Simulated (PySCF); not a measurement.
Species: 1-pentene, C₅H₁₀.
Z-matrix (Å and degrees, PBE0-D3(BJ)/def2-TZVP geometry), rows numbered from 1:
```
C 
C   1  1.3256
C   2  1.4913  1  125.42
C   3  1.5260  2  112.85  1   120.03
C   4  1.5184  3  112.61  2   178.21
H   1  1.0858  2  121.27  3     0.62
H   1  1.0838  2  121.73  3  -179.55
H   2  1.0892  1  118.78  3   179.09
H   3  1.0950  2  109.68  1    -2.69
H   3  1.0978  2  109.29  1  -119.14
H   4  1.0946  3  108.94  2   -59.40
H   4  1.0955  3  109.14  2    56.02
H   5  1.0934  4  111.12  3    59.20
H   5  1.0920  4  111.50  3   179.34
H   5  1.0934  4  111.13  3   -60.43
```

Computed, not measured: PBE0-D3(BJ)/def2-TZVP geometry optimisation, gas phase (PySCF).

Take the most abundant isotopes and a rigid rotor. The values belong to one conformer with, in the numbering `[CH2:1]=[CH:2][CH2:3][CH2:4][CH3:5]`, C1–C2–C3–C4 120°, C2–C3–C4–C5 178°.

What are A, B and C (MHz)?

Ia = 27.33, Ib = 236.23, Ic = 240.20 u·Å²; 505379 MHz·u·Å²/I gives A = 18489, B = 2139, C = 2104 MHz.

What kind of rotor is it?

A near-prolate asymmetric top: κ = (2 × 2139 − 18489 − 2104)/(18489 − 2104) = -1.00.

What does the inertial defect say?

Not planar: Δ = Ic − Ia − Ib = -23.37 u·Å². For a rigid frame Δ = −2 Σ m c², so Σ m c² = 11.68 u·Å² lies off the ab plane: 6.88 from hydrogen and 4.81 from heavier atoms. The atom farthest from that plane is 1.42 Å away.

Give the other two planar moments, Paa and Pbb, and the rms extents of the mass along the axes.

Paa = Σ m a² = (Ib + Ic − Ia)/2 = 224.55 and Pbb = Σ m b² = (Ia + Ic − Ib)/2 = 15.65 u·Å². With the mass M = 70.08 u, the rms extents √(P/M) along a, b and c are 1.79, 0.47, 0.41 Å.

Which lines would a microwave search look for?

The dipole components are |μa| = 0.42 D, |μb| = 0.07 D, |μc| = 0.08 D. The squared components, which scale the intensities, stand as 1.00 : 0.03 : 0.03 (a : b : c). Some lines, for components of 0.1 D or more:

| type | branch | J(Ka,Kc) | MHz | lower level (cm⁻¹) |
| --- | --- | --- | --- | --- |
| a | R | 1(0,1) ← 0(0,0) | 4243 | 0.000 |
| a | R | 2(1,2) ← 1(1,1) | 8451 | 0.687 |
| a | R | 2(0,2) ← 1(0,1) | 8487 | 0.142 |
| a | R | 2(1,1) ← 1(1,0) | 8522 | 0.688 |
| a | R | 3(1,3) ← 2(1,2) | 12677 | 0.969 |
| a | R | 3(0,3) ← 2(0,2) | 12730 | 0.425 |
| a | R | 3(2,2) ← 2(2,1) | 12730 | 2.608 |
| a | R | 3(2,1) ← 2(2,0) | 12730 | 2.608 |
| a | R | 3(1,2) ← 2(1,1) | 12783 | 0.972 |

Estimate the classical rotational partition function at 10 K, 50 K and 200 K.

Point group C1, symmetry number σ = 1; q = (√π/σ)·√((kT/h)³/(ABC)), k/h = 20836.6 MHz/K: 584 at 10 K, 6530 at 50 K, 52300 at 200 K.

Not checked by PBE0-D3(BJ)/def2-TZVP frequencies. Constants of a rigid frame at the computed geometry: no zero-point averaging, no centrifugal distortion. A rigid rotor knows nothing of internal rotation, which can split or shift real lines.
